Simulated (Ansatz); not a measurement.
Molecule: methylsulfanylmethane, C2H6S (charge 0, singlet). SMILES: CSC
Geometry from a B3LYP-D3(BJ)/def2-TZVP (Ansatz, a program for electronic structure) optimisation:
```
S
C 1 1.8112
H 2 1.0891 1 107.16
H 2 1.0906 3 108.89 1 120.22
H 2 1.0906 3 108.89 4 119.56
C 1 1.8112 2 99.32 3 180.00
H 6 1.0891 1 107.16 2 -180.00
H 6 1.0906 7 108.89 1 -120.22
H 6 1.0906 7 108.89 8 -119.56
```
Charge 0, spin multiplicity 1.

Quantity: atomisation energy, in kcal/mol. Terms: 6-31G* and kin with 6d, 5d where marked; non-relativistic; UHF or UKS for open shells; atomisation electronic, to ground-state atoms; 6-311+G** with 5d, 6d on Na to Ar in Ansatz; LANL2DZ with its own core potentials from Na on; spin-orbit terms left out; frozen cores in correlated levels. CBS(X,Y): correlation extrapolated as X^-3; Hartree-Fock from the larger set. [CCSD(T)-MP2]/basis is that difference in the basis named. Ab initio and DFT rows: single points at B3LYP-D3(BJ) geometries (Ansatz).

Coupled cluster (Ansatz) is a level with limits of its own, used here on species with T1 under 0.025 (0.045 for open shells) and stable references: RI-MP2/CBS(aug-cc-pV(T+d)Z,aug-cc-pV(Q+d)Z)+[CCSD(T)-MP2]/aug-cc-pV(T+d)Z.

Value to compare with, RI-MP2/CBS(aug-cc-pV(T+d)Z,aug-cc-pV(Q+d)Z)+[CCSD(T)-MP2]/aug-cc-pV(T+d)Z (Ansatz): 768.7 kcal/mol.

```
level         program  atomisation energy (kcal/mol)  difference
------------  -------  -----------------------------  ----------
HF/STO-3G      Ansatz                          725.1       -43.6
HF/3-21G       Ansatz                          535.8      -232.9
HF/LANL2DZ     Ansatz                          529.8      -238.9
HF/6-31G*      Ansatz                          569.8      -198.9
HF/6-311+G**   Ansatz                          567.7      -201.0
```

Among the 5 habitual levels, HF/LANL2DZ lies farthest from RI-MP2/CBS(aug-cc-pV(T+d)Z,aug-cc-pV(Q+d)Z)+[CCSD(T)-MP2]/aug-cc-pV(T+d)Z (Ansatz) (-238.9 kcal/mol) and HF/STO-3G nearest (-43.6); 0 of 5 lie above it, and their mean absolute difference is 183.1 kcal/mol, the median 201.0. One case shows no general order.

The sets are all those run for this method; runs whose electronic state is in doubt are left out.
